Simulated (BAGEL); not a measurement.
**B2PH5 (SMILES BPB) at B3LYP/def2-SVPD (density fitting with qzvpp-jkfit)**

What is the energy change on altering one bond length of B2PH5 at B3LYP/def2-SVPD (density fitting with qzvpp-jkfit)? 

The results are computed with BAGEL 1.2.2.

15 further runs of the same task are left out: 15 set aside as unsound or not needed.

## Step 1: The system as given

B2PH5 has 8 atoms, charge 0, and is taken as a singlet. SMILES: `BPB`. The coordinates come from a GFN2-xTB relaxation.

Bond lengths: B1–P2 1.795 Å, P2–B3 1.795 Å, B1–H4 1.168 Å, B1–H5 1.171 Å, P2–H6 1.376 Å, B3–H7 1.168 Å, B3–H8 1.171 Å. Angles: B1–P2–B3 128.2°, B1–P2–H6 115.8°, B3–P2–H6 115.8°, P2–B1–H4 121.0°, P2–B1–H5 118.0°, P2–B3–H7 121.0°, P2–B3–H8 118.0°, H4–B1–H5 121.0°, H7–B3–H8 121.0°.

## Step 2: The energy at B3LYP/def2-SVPD (density fitting with qzvpp-jkfit)

The input, job.json:

```json
{ "bagel" : [

{
  "title" : "molecule",
  "basis" : "def2-svpd.json",
  "df_basis" : "qzvpp-jkfit",
  "angstrom" : "true",
  "geometry" : [
    { "atom" : "B", "xyz" : [      -1.222880,       0.755110,      -0.773190 ] },
    { "atom" : "P", "xyz" : [      -0.053230,       0.244130,       0.489240 ] },
    { "atom" : "B", "xyz" : [       1.289880,      -0.938350,       0.346080 ] },
    { "atom" : "H", "xyz" : [      -2.093210,       1.493130,      -0.523530 ] },
    { "atom" : "H", "xyz" : [      -1.084030,       0.331020,      -1.855290 ] },
    { "atom" : "H", "xyz" : [      -0.275110,       0.748970,       1.749410 ] },
    { "atom" : "H", "xyz" : [       1.940270,      -1.226150,       1.273170 ] },
    { "atom" : "H", "xyz" : [       1.498310,      -1.407840,      -0.705890 ] }
  ]
},

{ "title" : "ks", "xc_func" : "b3lyp" },

{ "title" : "print", "file" : "orbitals.molden", "orbitals" : "true" }

]}
```

The basis set def2-SVPD is read from a file made from the Basis Set Exchange's data (not shown).

Run with:

```console
BAGEL_NUM_THREADS=1 BAGEL job.json > job.out
```

Log:

```text
* using 1 threads per process

  ===============================================================
  ===============================================================

  *** Geometry ***

  { "atom" : "B", "xyz" : [     -2.310908,      1.426951,     -1.461117 ] },
  { "atom" : "P", "xyz" : [     -0.100590,      0.461339,      0.924530 ] },
  { "atom" : "B", "xyz" : [      2.437520,     -1.773225,      0.653996 ] },
  { "atom" : "H", "xyz" : [     -3.955594,      2.821607,     -0.989328 ] },
  { "atom" : "H", "xyz" : [     -2.048520,      0.625537,     -3.505990 ] },
  { "atom" : "H", "xyz" : [     -0.519883,      1.415348,      3.305906 ] },
  { "atom" : "H", "xyz" : [      3.666579,     -2.317088,      2.405943 ] },
  { "atom" : "H", "xyz" : [      2.831396,     -2.660432,     -1.333939 ] },

  Number of auxiliary basis functions:      368

  Since a DF basis is specified, we compute 2- and 3-index integrals:
    o Being stored without compression. Storage requirement is 0.032 GB

  Number of basis functions:      104
  Number of electrons      :       30

    * METHOD: MOLECULE                             0.15

  *** Kohn-Sham DFT ***

    * Removing 13175 points whose weight is below 1.00e-10
    * Grid points: 106073

  === Nuclear Repulsion ===
    81.8141465121

       - DIIS with orbital gradients will be used.

  === KS iteration (b3lyp / def2-svpd.json) ===
      0       -362.88686648          0.07397938           0.35
      1       -306.29563256          0.13984006           0.34
      2       -363.00476896          0.06802200           0.34
      3       -385.52994062          0.09691514           0.34
      4       -385.35119877          0.07392089           0.33
      5       -387.86138753          0.09524834           0.33
      6       -387.86994138          0.09512565           0.34
      7       -390.31143650          0.07596645           0.34
      8       -376.59618720          0.11751893           0.33
      9       -393.71679412          0.01849236           0.34
     10       -393.88449258          0.00706232           0.34
     11       -393.90401646          0.00348465           0.34
     12       -393.90931308          0.00030346           0.35
     13       -393.90935046          0.00016948           0.39
     14       -393.90936182          0.00005991           0.35
     15       -393.90936349          0.00000394           0.37
     16       -393.90936350          0.00000145           0.37
     17       -393.90936350          0.00000024           0.36
     18       -393.90936350          0.00000008           0.35
     19       -393.90936350          0.00000002           0.35
     20       -393.90936350          0.00000002           0.37
     21       -393.90936350          0.00000000           0.35
    * SCF iteration converged.

    * Permanent dipole moment:
           (    0.046151,    -0.122380,    -0.288541) a.u.

    * METHOD: KS                                   8.22

    * METHOD: PRINT                                0.03

  ===============================================================
```

Wall time 8.7 s (1 thread of Arm Neoverse V1, shared host); peak memory 0.49 GiB.

## Step 3: The distorted shape at the same level

The input, job.json:

```json
{ "bagel" : [

{
  "title" : "molecule",
  "basis" : "def2-svpd.json",
  "df_basis" : "qzvpp-jkfit",
  "angstrom" : true,
  "geometry" : [
    { "atom" : "B", "xyz" : [   -0.178513,   -0.130489,   -1.072774 ] },
    { "atom" : "P", "xyz" : [    0.991137,   -0.641469,    0.189656 ] },
    { "atom" : "B", "xyz" : [    2.334247,   -1.823949,    0.046496 ] },
    { "atom" : "H", "xyz" : [   -2.093210,    1.493130,   -0.523530 ] },
    { "atom" : "H", "xyz" : [   -0.039663,   -0.554579,   -2.154874 ] },
    { "atom" : "H", "xyz" : [    0.769257,   -0.136629,    1.449826 ] },
    { "atom" : "H", "xyz" : [    2.984637,   -2.111749,    0.973586 ] },
    { "atom" : "H", "xyz" : [    2.542677,   -2.293439,   -1.005474 ] }
  ]
},
{
  "title" : "ks",
  "xc_func" : "b3lyp"
},
{
  "title" : "print",
  "file" : "orbitals.molden",
  "orbitals" : true
}

]}
```

The basis set def2-SVPD is read from a file made from the Basis Set Exchange's data (not shown).

Run with:

```console
BAGEL_NUM_THREADS=1 BAGEL job.json > job.out
```

Log:

```text
* using 1 threads per process

  ===============================================================
  ===============================================================

  *** Geometry ***

  { "atom" : "B", "xyz" : [     -0.337341,     -0.246588,     -2.027249 ] },
  { "atom" : "P", "xyz" : [      1.872977,     -1.212201,      0.358398 ] },
  { "atom" : "B", "xyz" : [      4.411088,     -3.446764,      0.087865 ] },
  { "atom" : "H", "xyz" : [     -3.955594,      2.821607,     -0.989328 ] },
  { "atom" : "H", "xyz" : [     -0.074952,     -1.048002,     -4.072122 ] },
  { "atom" : "H", "xyz" : [      1.453685,     -0.258191,      2.739774 ] },
  { "atom" : "H", "xyz" : [      5.640147,     -3.990627,      1.839811 ] },
  { "atom" : "H", "xyz" : [      4.804963,     -4.333972,     -1.900070 ] },

  Number of auxiliary basis functions:      368

  Since a DF basis is specified, we compute 2- and 3-index integrals:
    o Being stored without compression. Storage requirement is 0.032 GB

  Number of basis functions:      104
  Number of electrons      :       30

    * METHOD: MOLECULE                             0.15

  *** Kohn-Sham DFT ***

    * Removing 12227 points whose weight is below 1.00e-10
    * Grid points: 107021

  === Nuclear Repulsion ===
    79.2706852053

       - DIIS with orbital gradients will be used.

  === KS iteration (b3lyp / def2-svpd.json) ===
      0       -363.14845192          0.07131095           0.36
      1       -306.31760914          0.13385947           0.35
      2       -363.40487156          0.06699710           0.35
      3       -385.47173019          0.08740510           0.36
      4       -386.03452240          0.08012047           0.35
      5       -386.70652089          0.08966652           0.35
      6       -387.16188416          0.08892193           0.34
      7       -389.40526794          0.07905921           0.34
      8       -375.71343635          0.10939141           0.36
      9       -392.76239702          0.02941672           0.35
     10       -390.28623805          0.06648551           0.36
     11       -393.52380572          0.01641438           0.36
     12       -393.45767852          0.02126798           0.35
     13       -393.73375017          0.00524370           0.35
     14       -393.74764378          0.00261335           0.36
     15       -393.75069145          0.00167545           0.35
     16       -393.75240343          0.00017940           0.35
     17       -393.75241738          0.00007363           0.35
     18       -393.75242197          0.00001201           0.35
     19       -393.75242201          0.00000835           0.35
     20       -393.75242206          0.00000228           0.35
     21       -393.75242206          0.00000077           0.35
     22       -393.75242206          0.00000020           0.35
     23       -393.75242206          0.00000014           0.34
     24       -393.75242206          0.00000003           0.34
     25       -393.75242206          0.00000001           0.34
    * SCF iteration converged.

    * Permanent dipole moment:
           (   -0.754810,     0.495866,    -0.282191) a.u.

    * METHOD: KS                                   9.72

    * METHOD: PRINT                                0.03

  ===============================================================
```

Run time: 10 s. Hardware: 1 thread of Arm Neoverse V1, shared host; peak memory 0.5 GiB.

## Step 4: Summary of results

At B3LYP/def2-SVPD (density fitting with qzvpp-jkfit):

```
                                                         quantity          value
                                        first shape: total energy  -393.90936 Eh
                                       first shape: dipole moment         0.81 D
                                         first shape: HOMO energy       -7.43 eV
                                         first shape: LUMO energy       -2.64 eV
                                       first shape: HOMO–LUMO gap        4.80 eV
                                    distorted shape: total energy  -393.75242 Eh
                                   distorted shape: dipole moment         2.40 D
                                     distorted shape: HOMO energy       -6.79 eV
                                     distorted shape: LUMO energy       -3.17 eV
                                   distorted shape: HOMO–LUMO gap        3.62 eV
energy change with the B1–H4 bond stretched from 1.168 to 2.570 Å       4.271 eV
```

What this shows: One bond (distorted shape) is far stretched, which a spin-restricted single reference describes badly; a broken-symmetry solution may lie lower. With the B1–H4 bond stretched from 1.168 to 2.570 Å the energy rises by 4.27 eV (412 kJ/mol). The first shape isn't relaxed at this level, so the change isn't measured from a minimum. A restricted reference can't describe the breaking bond well at this length.
